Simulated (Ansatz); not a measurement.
**NO₂ (charge -1), singlet: CASSCF and its corrections**

Computed with Ansatz's Gaussian-basis code (development build). Basis aug-cc-pVTZ, nonrelativistic, no frozen core. State-specific CASSCF; RHF is the lowest restricted (open-shell) Hartree–Fock solution met. Solutions may break the symmetry of the shape. The lowest solution met needn't be the lowest there is, nor hold the orbitals that a chemist would pick.

Geometry:

```xyz
3

N     0.0000    0.0000    0.4600
O     0.0000    1.0700   -0.2000
O     0.0000   -1.0700   -0.2000
```

Q: What do CASSCF and its corrections give against RHF in CAS(4,3), and what are the occupations?

A: CASSCF -0.930 eV, SC-NEVPT2 -20.822 eV; occupations 1.98, 1.94, 0.08.

Q: Roughly how much CPU time does a whole run from the default start take (median of such runs, summed over threads; nearly all runs on one pinned thread of a shared server, mostly Xeon at 2.3 to 2.6 GHz, by a development driver)?

A: CAS(4,3): about 10 s. Other jobs ran beside these, and the count of passes differs.
